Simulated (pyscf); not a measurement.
`[OH][SiH][F]` [doublet] + `[H][H]` → `[F][SiH2]` [doublet] + `[OH2]` (four-centre exchange; doublet surface; O–Si, H–H broken, H–Si, H–O formed). Single points on ωB97X-D3(BJ)/def2-SVP structures (PySCF, gas phase). Energies in kJ/mol from the separated reactants.

```tsv
level	barrier	reaction energy
PBE/def2-TZVP	(withheld)	(withheld)
r²SCAN/def2-TZVP	179.8	+98.4
B3LYP-D3(BJ)/def2-TZVP	190.4	+93.3
M06-2X/def2-TZVP	202.0	+101.2
ωB97M-D3(BJ)/def2-TZVP	186.4	+90.3
HF/def2-TZVP	(withheld)	+80.2
```

Problem. What belongs in the gaps?

Solution. 
- PBE/def2-TZVP, barrier: 163.8
- PBE/def2-TZVP, reaction energy: +89.2
- HF/def2-TZVP, barrier: 264.9

The functionals in the table span 38.2 kJ/mol in this barrier, from PBE to M06-2X. The same reactants have a lower exit, to HO–SiH₂–F + H• (barrier +60.6 kJ/mol at ωB97M-D3(BJ)/def2-TZVP, against +186.4 kJ/mol here). One saddle was located; it need not be the lowest between these sides.
